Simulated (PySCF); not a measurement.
**BN⁺, CCSD(T): how much the basis matters**

PySCF, UHF reference; quartet, unpaired electrons σ ↑, π ↑↑; De to B⁺ + N without counterpoise correction. Frozen cores follow the default of each basis and core potential.

| basis | relativity | functions | Re (Å) | ωe (cm⁻¹) | De (eV) | frozen orbitals |
| --- | --- | --- | --- | --- | --- | --- |
| 6-311G(d,p) | no relativity | 36 | 1.471 | 973 | 1.03 | 2 |
| aug-pcseg-1 | no relativity | 46 | 1.469 | 998 | 1.00 | 2 |
| cc-pVTZ | no relativity | 60 | 1.464 | 1022 | 1.23 | 2 |
| def2-TZVPPD | no relativity | 74 | 1.463 | 1018 | 1.23 | 2 |

Task: How does each smaller set differ from the one with most functions, def2-TZVPPD?

Result: 6-311G(d,p): +0.8 pm, -4.4 % in ωe, -0.20 eV in De; aug-pcseg-1: +0.6 pm, -2.0 % in ωe, -0.23 eV in De; cc-pVTZ: +0.1 pm, +0.4 % in ωe, +0.00 eV in De. All at CCSD(T); the set with most functions is neither the basis-set limit nor always the best.

Correlated steps freeze 2 core orbitals. Correlated levels converge slowly with the basis: in double zeta they bind strong bonds too weakly, by up to about 1 eV, and carry superposition errors of some tenths. For an ion De counts to the pair picked by the measured ionisation energies or electron affinities, which need not be the lowest pair at this level. The state was picked by a PBE0 search and need not be the measured ground state.
